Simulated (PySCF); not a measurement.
C5H7F.
Structure used (GFN2-xTB), in Å, numbered top down from 1:
```xyz
13
C5H7F angstrom
C      1.8478    0.4163   -0.6737
C      0.9742   -0.5384   -0.3748
C     -0.3781   -0.3453    0.1296
C     -1.1721   -1.3809    0.3953
C     -0.8353    1.0738    0.3365
F     -2.1204    1.1374    0.8100
H      1.6302    1.4652   -0.5675
H      2.8297    0.1742   -1.0430
H      1.2568   -1.5747   -0.5073
H     -2.1727   -1.2476    0.7671
H     -0.8399   -2.3937    0.2457
H     -0.8217    1.6296   -0.6086
H     -0.2031    1.5847    1.0729
```

The closed-shell SCF was solved with PySCF and density fitting under several settings on one GFN2-xTB geometry (grid level 2 and gas phase unless stated).

```csv
settings,basis functions,SCF cycles,E (Eh),HOMO (eV),LUMO (eV),dipole (D)
PBE0/pcSseg-1,137,14,-294.1697,-7.03,-0.99,1.59
wB97X-D/def2-SVPD,179,12,-294.2385,-8.82,0.71,1.65
"mPW1PW91/def2-SVP, level shift 0.1 Eh",119,10,-294.2468,-6.96,-0.88,1.54
"BLYP/pcSseg-1, IEF-PCM benzene, grid level 1, energy threshold 1e-06 Eh",137,9,-294.4091,-5.77,-1.68,1.64
"PBE0/def2-SVP, IEF-PCM water, grid level 3",119,14,-293.9880,-6.87,-0.78,1.95
"revPBE/6-31G*, IEF-PCM dimethylsulfoxide, start guess huckel",98,14,-294.4348,-5.53,-1.36,1.67
"PBE0/pcSseg-1, IEF-PCM methanol, grid level 4",137,14,-294.1754,-6.95,-0.90,2.04
"BHandHLYP/6-31G*, energy threshold 1e-08 Eh",98,9,-294.3659,-7.57,0.57,1.59
```

Task: Estimate the row for these settings: PBE0/def2-SVPD.

Result: 
| settings | basis functions | SCF cycles | E (Eh) | HOMO (eV) | LUMO (eV) | dipole (D) |
| --- | --- | --- | --- | --- | --- | --- |
| PBE0/def2-SVPD | 179 | 14 | -294.0019 | -7.05 | -1.05 | 1.63 |

Task: Over all rows, what range does the HOMO–LUMO gap span?

Result: From 4.09 eV (BLYP/pcSseg-1, IEF-PCM benzene, grid level 1, energy threshold 1e-06 Eh) to 9.53 eV (wB97X-D/def2-SVPD). The functional of the narrowest has no exact exchange, that of the widest range-separated exact exchange.

Task: Compare two rows with the functional PBE0: PBE0/pcSseg-1 and PBE0/def2-SVPD. Which energy is lower, and by how much?

Result: PBE0/pcSseg-1 (137 functions) lies 0.1678 Eh or 105 kcal/mol below PBE0/def2-SVPD (179 functions). The smaller set gives the lower energy; the two sets aren't nested, so the variational bound doesn't order them by size.

wB97X-D ran without the empirical dispersion term, which would shift the total energy alone. Cycle counts include a coarse-grid stage where the run had one. All basis functions are spherical, in the Pople sets too. The structure is a single GFN2-xTB conformer; no vibrational corrections.
